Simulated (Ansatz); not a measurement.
Ansatz (a first-principles code) input (MP2/6-31G*):

Ansatz 0.2 input:
```yaml
crystal:
  periodic: [false, false, false]
  atoms:
    - {symbol: C, position_ang: [1.53627673, 0.57214827, 0.32255110]}
    - {symbol: C, position_ang: [0.05198928, 0.83817034, 0.12503813]}
    - {symbol: S, position_ang: [-0.85436042, -0.66617625, -0.25128999]}
    - {symbol: H, position_ang: [-1.61383760, -0.85876183, 0.86582543]}
    - {symbol: H, position_ang: [-0.11397751, 1.50680258, -0.72768466]}
    - {symbol: H, position_ang: [2.07101338, 1.53091325, 0.40204664]}
    - {symbol: H, position_ang: [1.72829395, 0.03199031, 1.26074749]}
    - {symbol: H, position_ang: [2.06867853, -0.01403613, -0.46583059]}
basis:
  gaussian:
    orbitals: 6-31G*
total_charge: -1
magnetization: {spin_polarized: false}
correlation: {method: mp2, electrons: outside_noble_gas}
```

What final total energy does it give?

-476.44188 Eh.
